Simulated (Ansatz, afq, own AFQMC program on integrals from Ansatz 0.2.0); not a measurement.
# BH⁻, doublet: AFQMC among the cluster methods

```yaml
atoms:
  - { symbol: B, position_ang: [0.0000, 0.0000, 0.0000] }
  - { symbol: H, position_ang: [0.0000, 0.0000, 2.3660] }
```

Basis aug-cc-pVDZ. Only valence electrons are correlated. AFQMC by an in-house program on the Cholesky factors that Ansatz 0.2.0 writes for its CCSD(T) run. The CISD trial takes its coefficients from CCSD amplitudes. Released means that phaseless walkers are propagated on without the constraint, phases kept. Error bars are statistical, one sigma.

Determinant: UHF, the one that the program's search chose, which needn't be the lowest solution. The geometry is a point of a scan.

Full CI on the same integrals is exact in this basis and with this determinant's frozen core.

Cautions: strong correlation (T1 0.052, weight of the determinant 0.86, largest double 0.14); unrestricted determinant spin contaminated (⟨S²⟩ 0.86 against 0.75); the released energies are still falling, so no released level is given (meV from the phaseless value at times in 1/Eh: -4 ± 3 at 0.24, -7.1 ± 2.4 at 0.51, -15 ± 3 at 0.99, -17.9 ± 2.3 at 1.62, -22.2 ± 2.3 at 2.40).

* T1 diagnostic: 0.0518
* weight of the determinant in the CISD state: 0.860
* ⟨S²⟩ of the determinant: 0.857
* size of the correlated space: 5 electrons in 31 orbitals

```json
{"level": "MP2", "correlation energy (eV)": "-1.9318"}
{"level": "CCSD", "correlation energy (eV)": "-2.8449"}
{"level": "CCSD(T)", "correlation energy (eV)": "-2.9515"}
```

**Question.** Estimate where full CI lies against CCSD(T) on the same integrals.

**Answer.** 59.3 meV below CCSD(T).

Reference: full CI, correlation energy -3.011 eV.

| level | E − E(reference) (meV) | share of correlation (%) |
| --- | --- | --- |
| CCSD(T) | 59.3 | 98.03 |
| CCSDT | 6.1 | 99.80 |
| CCSDT(Q) | 0.9 | 99.97 |
| CCSDTQ | 0.0 | 100.00 |
| ph-AFQMC/HF | 103.9 ± 23.0 | 96.55 |
| ph-AFQMC/CISD | 34.5 ± 3.5 | 98.85 |

CCSDT and higher add their correlation energy to the determinant of the CCSD(T) run, since their own runs factorise the integrals more tightly (a shift of under 2 meV). A walk keeps the symmetry of its determinant, which the program's search chose and which needn't be the lowest solution, so a lower state of the same spin and another symmetry isn't excluded.
